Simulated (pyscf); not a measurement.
PySCF, gas phase, ωB97X-D3(BJ)/def2-SVP geometries.

Q: H₂N–SiH(F)–F + H₂ → F–SiH₂–F + NH₃
Surface: singlet. Broken: N–Si, H–H. Formed: H–Si, H–N. Give ΔE‡ and ΔE from ωB97M-D3(BJ)/def2-TZVP, relative to the separated reactants.

A: ΔE‡ = 2.06 eV, ΔE = +0.61 eV. Zero-point energy shifts the barrier by +0.15 eV. It is a four-centre exchange, with an imaginary mode of 1498i cm⁻¹. On the product side the descent ends in an adduct with a N–Si contact (not fully relaxed), 0.36 eV under the separated species and 1.82 eV under the saddle at ωB97X-D3(BJ)/def2-TZVP. What is counted as broken (N–Si) persists as a longer contact in the product adduct; parting that adduct is a step of its own. This is the saddle that the search found; another between the same sides may lie lower.
